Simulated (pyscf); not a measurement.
This saddle point was located with ωB97X-D3(BJ)/def2-SVP in PySCF.

```xyz
11

O      0.6044     1.1547     1.1291
Si    -0.7046    -0.0814     0.5476
O      0.2626    -0.5104    -0.7242
F     -2.0449    -0.9297     0.0604
F     -0.6223    -0.7921     2.0192
H      1.0031     0.9470     1.9832
H     -0.1872    -1.1622    -1.2753
N     -1.5675     1.5644     0.5910
H     -0.4041     1.8320     1.0880
H     -1.7857     1.9560    -0.3259
H     -2.4226     1.5681     1.1474
```

Surface: singlet, charge 0. Lowest wavenumbers (cm⁻¹): 1193i, 120, 164, 257, 328.

Problem. Which two sides does it connect, and which bonds change?

Solution. HO–Si(OH)(F)–F (SMILES O[Si](O)(F)F) + NH₃ (SMILES N) <-> H₂O (SMILES O) + H₂N–Si(OH)(F)–F (SMILES N[Si](O)(F)F), a four-centre exchange read from left to right: O–Si, H–N broken and H–O, N–Si formed. At ωB97M-D3(BJ)/def2-TZVP it lies +23.6 kcal/mol from the left side and +13.7 kcal/mol from the right (each side as separated species at their lowest minima found). On the reactant side the descent ends in an adduct with a N–Si contact, 13.1 kcal/mol under the separated species and 36.0 kcal/mol under the saddle at ωB97X-D3(BJ)/def2-TZVP. On the product side the descent ends in a complex, 5.3 kcal/mol under the separated species and 18.7 kcal/mol under the saddle at ωB97X-D3(BJ)/def2-TZVP. What is counted as formed (N–Si) is already present as a longer contact in the reactant adduct; forming that adduct is a step of its own. This is the saddle that the search found; another between the same sides may lie lower.
